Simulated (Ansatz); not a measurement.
# AlC+ (triplet): from Hartree-Fock to the top rungs, def2-QZVPP

The task here is to estimate one member of a computed series from the others.

Method: def2-QZVPP, core rule «outside noble gas», up to 6 orbitals frozen; program: Ansatz 0.2.0, Gaussian basis.

The runs, in order: UHF; ROHF; CCSD(T) on UHF.

### The system

The geometry is a PBE0/def2-TZVP stationary point (not a proven minimum) of the parent state, kept for this charge and spin.

2 atoms, charge 1, spin multiplicity 3.

Atoms are counted from 1 here; the program's logs count them from 0.

Bond lengths: Al1–C2 1.967 Å.

The first run:

The input, in.yaml:

```yaml
crystal:
  periodic: [false, false, false]
  atoms:
    - {symbol: Al, position_ang: [0.000000, 0.000000, 0.000000]}
    - {symbol: C, position_ang: [0.000000, 0.000000, 1.966767]}
basis:
  gaussian: {orbitals: "def2-QZVPP.json"}
total_charge: 1
magnetization: {spin_polarized: true, initial_magnetization: 2}
hamiltonian: {xc: hf}
output: {orbitals: {seedname: orbitals}}
```

Run with:

```sh
> ansatz run in.yaml --threads 1 --pin off --events-out ev --progress --plain --max-ram 4096MiB --backend cpu
```

Steps of the session up to this table: UHF; ROHF; CCSD(T) on UHF.

One table of the session follows, with a row left open; its other results are not shown here.

| method | from UCCSD(T) (kJ/mol) |
| --- | --- |
| ROHF | +482.2 |
| UHF | +367.6 |
| UMP2 | ? |
| UCCSD | +21.9 |
| UCCSD(T) | 0 |

**Question.** Estimate the row for UMP2.

As computed: from UCCSD(T) (kJ/mol): +92.6. In the column «from UCCSD(T) (kJ/mol)» it lies between UCCSD (+21.9) and UHF (+367.6).

Limits of these values: The determinant is far from a pure spin state, so its energy mixes those of several spin states (harmless only where they are near-degenerate, as at dissociation).
